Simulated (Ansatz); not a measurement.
A nudged elastic band was laid between two geometries of H$_{6}$OSi$_{2}$ (9 atoms, charge 0, multiplicity 1).

Method: Ansatz, RKS BHLYP-D4/def2-SVP.

```json
{
 "movable images": "5",
 "climbing image": "yes",
 "spring": "5.0 eV/Å²",
 "optimiser": "quadratic models (default)",
 "start path": "through a guess of the saddle point",
 "force threshold": "0.05 eV/Å",
 "iteration limit": "60",
 "end points": "relaxed"
}
```

First end point:

```xyz
9
Properties=species:S:1:pos:R:3
Si 0.219 -0.059 0.177
H 0.384 0.098 1.639
H 1.486 0.297 -0.498
O -0.979 0.931 -0.350
Si -2.399 1.419 -1.009
H -3.538 0.823 -0.274
H -2.486 2.893 -0.928
H -2.475 1.004 -2.428
H -0.109 -1.472 -0.124
```

Last end point:

```xyz
9
Properties=species:S:1:pos:R:3
Si 0.312 -0.457 -1.052
H 0.561 0.346 1.577
H 1.146 0.689 1.243
O -0.811 0.710 -1.395
Si -2.313 1.338 -1.094
H -2.913 0.668 0.083
H -2.183 2.786 -0.829
H -3.176 1.129 -2.277
H -0.522 -1.276 -0.052
```

Q: What changes between the two ends?

A: Bonds broken: Si1–H2, Si1–H3. Bonds formed: H2–H3. H6OSi2 becomes H2 + H4OSi2.

Q: Give the energies along the band, and the barrier.

A: The forces met the threshold. The highest image is number 3 of 0 to 6, 3.19 eV above the first end and 0.91 eV above the last; the last end lies 2.28 eV above the first. A structure lower than the first end lies on the path between it and the top, so the climb from that side starts below the end, which may itself be a saddle point or a shallow side well. Neighbouring images differ by up to 3.2 eV, so the band resolves the path poorly. A vibrational analysis at the climbing image gives one clearly imaginary mode, 1385i cm⁻¹, and a faint second one (22i cm⁻¹) that may be numerical noise or a soft torsion: probably a first-order saddle point. The orbitals stay closed-shell, which can raise the energy where a bond breaks towards radicals; this wasn't checked here.

| image | path coordinate (Å) | energy (eV) | Si1–H2 (Å) | Si1–H3 (Å) | H2–H3 (Å) |
| --- | --- | --- | --- | --- | --- |
| 0 | 0.00 | 0.00 | 1.48 | 1.48 | 2.41 |
| 1 | 1.24 | 0.00 | 1.48 | 1.48 | 2.41 |
| 2 | 2.47 | 0.01 | 1.48 | 1.48 | 2.39 |
| 3 | 3.70 | 3.19 | 1.70 | 1.51 | 1.18 |
| 4 | 4.18 | 2.42 | 2.05 | 1.90 | 0.79 |
| 5 | 4.67 | 2.30 | 2.43 | 2.36 | 0.76 |
| 6 | 5.15 | 2.28 | 2.76 | 2.70 | 0.76 |

Q: What is the geometry of the highest image?

A: 
```xyz
9
Properties=species:S:1:pos:R:3
Si 0.435 -0.069 -0.457
H 0.092 0.004 1.210
H 1.080 0.485 0.792
O -0.764 0.876 -1.082
Si -2.326 1.401 -1.027
H -3.049 0.722 0.075
H -2.346 2.862 -0.796
H -2.989 1.101 -2.314
H -0.030 -1.449 -0.197
```

Time of the run: 4 min on 1 thread of Arm Neoverse V1 (shared host), peak memory 0.15 GiB.
